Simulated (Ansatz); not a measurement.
What does this script print? It uses Ansatz's Python interface.

The script, `conformers_c2h3nos2.py`:
```python
'''Rank force-field conformers of C2H3NOS2 by single points.'''

import logging
import sys

import ansatz as az
from rdkit import Chem
from rdkit.Chem import AllChem

logging.basicConfig(stream=sys.stdout, format='%(levelname)s %(message)s')
log = logging.getLogger('ansatz_job')
log.setLevel(logging.INFO)

rd = Chem.AddHs(Chem.MolFromSmiles('NC(=S)C(=O)S'))
ids = list(AllChem.EmbedMultipleConfs(rd, numConfs=20, randomSeed=161, pruneRmsThresh=0.4))
field = [energy for _, energy in AllChem.MMFFOptimizeMoleculeConfs(rd)]
distinct = {round(e, 2): i for i, e in zip(ids, field)}
chosen = sorted(distinct.items())[:4]
found = []
for force_field, index in chosen:
    system = az.Crystal.molecule()
    for atom, xyz in zip(rd.GetAtoms(), rd.GetConformer(index).GetPositions()):
        system = system.atom(atom.GetSymbol(), xyz.round(5).tolist())
    base = (
        system.calculation()
        .basis(gaussian='cc-pVDZ')
        .functional('r2SCAN')
    )
    found.append(base.run(threads=1, pin='off').report['free_energy_ev'])
log.info('conformer   MMFF (kcal/mol)   this level (eV)')
for (force_field, index), e in zip(chosen, found):
    log.info(f'{index:9d} {force_field - chosen[0][0]:17.2f} {(e - min(found)):17.3f}')
```

```console
$ python conformers_c2h3nos2.py
INFO conformer   MMFF (kcal/mol)   this level (eV)
INFO         0              0.00             0.000
INFO         1              1.88             0.090
```

The conformers keep their force-field geometries. Run time: 14 s on 1 thread of Arm Neoverse V2, on a shared host, peak memory 0.3 GiB.

(Lines on the test bed's own set-up are left out of the output.)
